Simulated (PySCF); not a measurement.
# Where the electron goes

Compound: N,N-dimethylformamide, C3H7NO.
Cartesian coordinates in Å at the GFN2-xTB level; atoms count from 1:
```
atom  x, y, z in Å
C1     1.3413    0.1361    0.1932
N2    -0.0762    0.1500   -0.0451
C3    -0.7624   -1.1134    0.0825
C4    -0.7599    1.2603   -0.3662
O5    -1.9490    1.3161   -0.5714
H6     1.7491    1.1376    0.0705
H7     1.5525   -0.2097    1.2092
H8     1.8387   -0.5373   -0.5107
H9    -1.8169   -0.9419   -0.1250
H10   -0.3630   -1.8386   -0.6303
H11   -0.6490   -1.5094    1.0944
H12   -0.1040    2.1495   -0.4270
```

The calculation used TDDFT CAM-B3LYP/def2-SVPD, vertical, gas phase, core orbitals frozen in the response (PySCF 2.14.0, density-fitted response routines).

Frontier orbitals with the atoms that hold most of them (Löwdin shares over 4%, at most four atoms; ? is withheld):

```
orbital  ε (eV)                             atoms
 HOMO-3  -12.48    C3 33%, H9 19%, C1 13%, N2 10%
 HOMO-2  -12.44     O5 41%, C4 26%, C3 10%, N2 9%
 HOMO-1   -8.96                                 ?
   HOMO   -8.56                                 ?
   LUMO    1.08     C1 29%, C3 14%, C4 10%, H7 9%
 LUMO+1    1.72   C4 35%, O5 24%, N2 15%, H12 11%
 LUMO+2    2.01  C3 24%, H6 12%, H10 11%, H11 11%
```

Problem. Give the leading atoms of the HOMO.

Solution. N2 (bonded to 3 C) 42%; O5 (bonded to C) 26%; C4 (bonded to N, O and H) 7%; C1 (bonded to N and 3 H) 7%. By element: nitrogen 42%, oxygen 26%, carbon 14% or more.

Problem. Which atoms hold the HOMO-1, and with what shares?

Solution. O5 (bonded to C) 69%; C4 (bonded to N, O and H) 14%; H12 (bonded to C) 7%; N2 (bonded to 3 C) 6%.

Problem. How does S1 compare with the orbital gap of 9.64 eV?

Solution. S1 is at 5.82 eV (f = 0.0011), 3.82 eV below the gap, made of HOMO-1→LUMO+1 (95%). Its leading pair isn't HOMO and LUMO; the energies of that pair differ by 10.68 eV. 

Problem. Give energy, strength and leading configuration of S1, S2 and S3, and follow the Löwdin shares of the leading atoms from the occupied to the empty orbital.

Solution. 
- S1 (5.82 eV, f 0.0011), HOMO-1→LUMO+1 (95%): O5 69% → 24%, C4 14% → 35%; low, almost dark, from the terminal oxygen into the C=O bond, the pattern of n→π*
- S2 (6.67 eV, f 0.025), HOMO→LUMO (94%): N2 42% → at most 9%, O5 26% → at most 9%, C1 7% → 29%, C3 at most 7% → 14%
- S3 (7.06 eV, f 0.202), HOMO→LUMO+1 (78%): N2 42% → 15%, O5 26% → 24%, C4 7% → 35%

Löwdin shares depend on the basis, the more so with diffuse functions.

One conformer stands for the species.
